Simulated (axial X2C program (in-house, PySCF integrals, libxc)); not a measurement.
# Nuclear properties of BCO⁺

Computed with an axial X2C code built on PySCF integrals: two-component X2C with atomic mean-field Coulomb and Gaunt terms, Gaussian nuclei, basis B dyall-v3z, C dyall-v3z, O dyall-av3z with contracted cores.

B–C–O held linear, with bonds 1.498 and 1.125 Å (near the PBE0 minimum at charge 1 of the determinant lowest at the starting distance; the state shown can have its own minimum elsewhere, held linear; other orders of the atoms were not compared).

Determinant lowest in the PBE0 search, Ω = 2 (⟨Sz⟩ = 1.00, ⟨Lz⟩ = 1.00 at PBE0), spin on the atoms B 0.81, C 0.10, O 0.08:

```json
{"level": "PBE0", "Eeff magnitude (GV/cm)": "0.0143", "Ws magnitude B (kHz)": "0.00218", "Ws magnitude C (kHz)": "0.000514", "Ws magnitude O (kHz)": "0.000228", "A∥/gI B (MHz)": "245", "qzz B (a.u.)": "-0.28", "A∥/gI C (MHz)": "39.3", "qzz C (a.u.)": "-0.58", "A∥/gI O (MHz)": "50.1", "qzz O (a.u.)": "-0.57"}
{"level": "HF", "Eeff magnitude (GV/cm)": "0.0147", "Ws magnitude B (kHz)": "0.00215", "Ws magnitude C (kHz)": "0.000346", "Ws magnitude O (kHz)": "0.000431", "A∥/gI B (MHz)": "255", "qzz B (a.u.)": "-0.26", "A∥/gI C (MHz)": "20.8", "qzz C (a.u.)": "-0.79", "A∥/gI O (MHz)": "46.7", "qzz O (a.u.)": "-0.63"}
{"level": "PBE", "Eeff magnitude (GV/cm)": "0.0141", "Ws magnitude B (kHz)": "0.00217", "Ws magnitude C (kHz)": "0.000529", "Ws magnitude O (kHz)": "0.000194", "A∥/gI B (MHz)": "242", "qzz B (a.u.)": "-0.28", "A∥/gI C (MHz)": "42.2", "qzz C (a.u.)": "-0.52", "A∥/gI O (MHz)": "49.6", "qzz O (a.u.)": "-0.56"}
```

Eeff is the effective electric field on the electron electric dipole moment in this Ω state and Ws the scalar–pseudoscalar constant of the nucleus named (defined with the proton number Z and per Ω); A∥ (defined per Ω) follows by multiplying with gI = μI/(I μN); qzz is the electric field gradient, eQq0 = 234.96 MHz × Q/barn × qzz. The operators were transformed with the bare-nucleus X2C matrices; with these basis sets, hyperfine constants and field gradients can be off by tens of per cent, and where levels differ in sign neither size nor sign is settled.

Question: With gI(11B) = 1.7924, Q(11B) = 0.04059 barn, gI(17O) = -0.7575, Q(17O) = -0.02558 barn (g factors from the IAEA table of nuclear moments by Stone; Q from Pyykkö, Mol. Phys. 2018), turn the PBE0 values of the first state into constants in MHz.

Answer: A∥(11B) = 245 × 1.7924 = 439 MHz; eQq0(11B) = 234.96 × (0.04059) × (-0.28) = -2.67 MHz; A∥(17O) = 50.1 × -0.7575 = -38 MHz; eQq0(17O) = 234.96 × (-0.02558) × (-0.57) = 3.43 MHz.

The molecule was held linear; bending was not examined, so a bent shape may lie lower.

Each state is one determinant with collinear spin, which with several unpaired electrons need not be a pure state. Unrestricted Hartree–Fock can overshoot spin polarisation at the nuclei. With several open shells hyperfine constants can be off by a factor of several. Open-shell Ω = 0 determinants with evenly filled partner blocks cannot be reached by this program, so the Ω shown need not be the lowest component. The search compared states at one distance, so a state with another bond length can lie lower. Further determinants of the search, some of them spin-mixed, are not shown. Where a field gradient or hyperfine factor spreads by more than a factor of two over the levels, a constant derived from it is not to be relied on.
